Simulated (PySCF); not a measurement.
Molecule: SMILES [Li][F], FLi.

Atom-mapped SMILES (the numbers label the heavy atoms): `[Li:1][F:2]`.

Spin–spin couplings on one PBE0-D3(BJ)/def2-SVP geometry, PySCF, gas phase, non-relativistic, equivalent pairs averaged; isotopes 7Li, 19F; functional B3LYP.

Reference values (Hz): 1J(Li1,F2) = 172.3 (measured; gas (molecular beam); Jaszunski, Antusek, Demissie, Komorovsky, Repisky, Ruud, J. Chem. Phys. 2016, 145, 244308).

Q: How do the couplings (Hz) change with the basis set? Times are CPU seconds on shared hosts with different chips, so compare them loosely. Far from the basis limit: pcJ-0, 6-31G*, def2-TZVP, cc-pVTZ.

A: 
```
basis set  functions  1J(Li1,F2)  abs. error  core-s
    pcJ-0         20       -81.5        90.8     0.5
   6-31G*         28       118.0        54.3     0.7
    pcJ-1         38       170.5         1.8    0.35
def2-TZVP         45       179.9         7.6     0.8
  cc-pVTZ         60       168.7         3.6       1
    pcJ-2         68       182.8        10.5     1.1
```

Errors compare magnitudes, without vibrational corrections. Closest: pcJ-1; furthest: pcJ-0.

The Fermi-contact term samples the wavefunction at the nucleus, which is why sets with added tight s functions (names with J) are made for couplings. Agreement of an ordinary basis with the reference is then largely a cancellation of errors.
